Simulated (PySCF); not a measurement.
C₄H₅FO.
Atom-mapped SMILES: `[CH3:1][C:2]1=[C:3]([F:4])[C@@H:5]1[OH:6]` (hydrogens: H7, H8, H9 on C1; H10 on C5; H11 on O6)

Torsions of this conformer, `[CH3:1][C:2]1=[C:3]([F:4])[C@@H:5]1[OH:6]`: H–O6–C5–C3 -172°.

The closed-shell ground state was solved at several levels (PySCF, density fitting, gas phase, non-relativistic). Geometry: PBE0-D3(BJ)/def2-SVP, one conformer, isolated molecule.

```csv
level,basis functions,total energy (Eh),HOMO (eV),LUMO (eV),gap (eV),dipole (D)
PBE0/def2-SVPD,166,-329.8190,-7.46,0.29,7.75,3.00
CAM-B3LYP/pcSseg-2,286,-330.4012,-8.73,0.94,9.67,3.05
B3LYP/pcJ-1,212,-330.4060,-7.11,0.49,7.60,2.94
```

Question: What might PBE0/pcSseg-1 (127 basis functions) give for the same quantities?

Answer: Total energy -330.0048 Eh, HOMO -7.35 eV, LUMO 0.76 eV, gap 8.11 eV, dipole 2.94 D.

Question: Over all these levels, which gives the widest orbital gap and which the narrowest?

Answer: CAM-B3LYP/pcSseg-2 (range-separated hybrid) has the widest, 9.67 eV, and B3LYP/pcJ-1 (global hybrid, 20 % exact exchange) the narrowest, 7.60 eV. Functional and basis both differ between the two, so the spread mixes both effects.

Question: How far do the dipole and the HOMO energy spread over the levels?

Answer: The dipole runs from 2.94 to 3.05 D (mean 2.98 D) and the HOMO from -8.73 to -7.11 eV.
